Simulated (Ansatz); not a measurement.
The reference is GaN in the wurtzite structure (space group P6_3mc, No. 186; a = 3.218 Å, c = 5.243 Å).

Level of theory: Ansatz (a quantum-chemistry and plane-wave program), PBE, PAW, cutoff 420 eV, spin-orbit coupling left out.

One thing is altered: every Ga is replaced by B, then cell and atoms are relaxed.

Measured lattice parameter a: GaN 3.189 Å (room temperature; as listed in M J Lucero, T M Henderson, G E Scuseria, Journal of Physics Condensed Matter (2012)); BN 2.55 Å (temperature not stated; as listed in K. Doll, J. C. Schön, M. Jansen, Physical Review B (2008)).

Question: How well does PBE reproduce the measured shift?

Answer: With PBE the lattice parameter a moves by -0.664 Å (3.218 → 2.555) against -0.639 Å measured.

Stability against distortions was not tested.
